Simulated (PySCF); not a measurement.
# SiH2F2 (SMILES F[SiH2]F) at PBE/aug-cc-pVDZ

What is the vertical electron affinity of SiH2F2 at PBE/aug-cc-pVDZ? 

Program for the calculation: PySCF 2.14.0.

1 further run of the same task is left out (set aside as unsound or not needed).

## (1) Starting point

The species is SiH2F2 (5 atoms), meant as a singlet with charge 0. As SMILES, `F[SiH2]F`. The shape is that of a PBE0-D4/def2-TZVP optimisation.

Bond lengths: F1–Si2 1.586 Å, Si2–F3 1.586 Å, Si2–H4 1.474 Å, Si2–H5 1.474 Å. Angles: F1–Si2–F3 108.0°, F1–Si2–H4 108.5°, F1–Si2–H5 108.5°, F3–Si2–H4 108.5°, F3–Si2–H5 108.5°, H4–Si2–H5 114.6°.

## (2) A single-point energy at PBE/aug-cc-pVDZ

job.py

```python
from pyscf import gto, dft

molecule = gto.M(
    atom='''
F   -1.079010   0.538200   0.980720
Si  -0.005220  -0.000540  -0.054090
F    1.247630  -0.520590   0.766910
H   -0.590470  -1.138740  -0.786300
H    0.427070   1.121680  -0.907250
''',
    spin=0,
    basis='aug-cc-pvdz',
    max_memory=1860,
    verbose=4,
)

mf = dft.RKS(molecule)
mf.xc = 'pbe'
mf.conv_tol = 1e-10
mf.grids.level = 5
mf.kernel()
if not mf.converged:
    mf = mf.newton().run(mf.mo_coeff, mf.mo_occ)

energy = mf.e_tot
print('E = %.10f Eh' % energy)
```

Started as:

```console
$ OMP_NUM_THREADS=1 python job.py
```

Log:

```text
PySCF version 2.14.0

[... 74 lines left out ...]
converged SCF energy = -490.160911841801
E = -490.1609118418 Eh
```

It took 9.6 s on 1 thread of Arm Neoverse V2, shared host; peak memory 0.44 GiB.

## (3) The doublet anion

geometry.xyz

```xyz
5
F2H2Si
F     -1.079010     0.538200     0.980720
Si    -0.005220    -0.000540    -0.054090
F      1.247630    -0.520590     0.766910
H     -0.590470    -1.138740    -0.786300
H      0.427070     1.121680    -0.907250
```

job.py

```python
from pyscf import gto, dft

mol = gto.Mole()
mol.atom = 'geometry.xyz'
mol.verbose = 3
mol.charge = -1
mol.max_memory = 1860
mol.spin = 1
mol.basis = 'aug-cc-pvdz'
mol.build()

ks = dft.UKS(mol)
ks.xc = 'pbe'
ks.grids.level = 5
ks.conv_tol = 1e-10
ks.kernel()
if not ks.converged:
    ks = ks.newton().run(ks.mo_coeff, ks.mo_occ)

e_tot = ks.e_tot
print('Final energy', e_tot)
```

Started as:

```console
$ OMP_NUM_THREADS=1 python job.py
```

Log:

```text
WARN: HOMO -0.0450563005637336 >= LUMO -0.0450563005637333

converged SCF energy = -490.136363036352  <S^2> = 0.75007643  2S+1 = 2.0000764
Final energy -490.13636303635167
```

Run time: 21 s. Hardware: 1 thread of Arm Neoverse V2, shared host; peak memory 0.46 GiB.

## (4) Results

At PBE/aug-cc-pVDZ:

| quantity | value |
| --- | --- |
| singlet SiH2F2: total energy | -490.16091 Eh |
| singlet SiH2F2: dipole moment | 1.46 D |
| singlet SiH2F2: HOMO energy | -8.39 eV |
| singlet SiH2F2: LUMO energy | -0.84 eV |
| singlet SiH2F2: HOMO–LUMO gap | 7.55 eV |
| doublet anion: total energy | -490.13636 Eh |
| doublet anion: HOMO energy (highest over α and β) | 1.87 eV |
| doublet anion: LUMO energy (lowest over α and β) | 2.28 eV |
| doublet anion: ⟨S²⟩ | 0.750 |
| vertical electron affinity (to the doublet anion) | -0.668 eV |

The anion lies 0.67 eV (64.5 kJ/mol) above the neutral: the electron isn't bound at this level, and such a value depends on the basis. The HOMO (doublet anion) lies at positive energy, 1.87 eV, as semi-local functionals often give for anions; only total energies tell whether the electron is bound.
